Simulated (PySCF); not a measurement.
formaldehyde (CH2O), SMILES O=C. Atoms are numbered in the order given.

```xyz
4

C      0.0000     0.0000    -0.5246
O      0.0000     0.0000     0.6712
H      0.0000     0.9404    -1.1112
H      0.0000    -0.9404    -1.1112
```
Charge 0, spin multiplicity 1.

Geometry: PBE0-D3(BJ)/def2-TZVPD.

Two levels are set side by side: PBE/pcJ-1 (PySCF) and PBE0/pcJ-1 (PySCF). One-bond couplings, all four terms, same geometry. Isotopes: 13C, 17O, 1H. Differences are taken from unrounded values.

```tsv
quantity	PBE0
¹J(C1,H3) (Hz)	170.6
¹J(C1,H4) (Hz)	170.6
```

Task: What does PBE give, and how far is it from PBE0? (An estimate is asked for; the answer gives what the named calculation found.)

Result: 
```json
[
 {"quantity": "¹J(C1,H3) (Hz)", "PBE": "164.2", "PBE minus PBE0": "-6.4"},
 {"quantity": "¹J(C1,H4) (Hz)", "PBE": "164.2", "PBE minus PBE0": "-6.4"}
]
```

Rough cost on one machine, each run with all the roots and properties that it gave: PBE0 against PBE within a factor of 2.
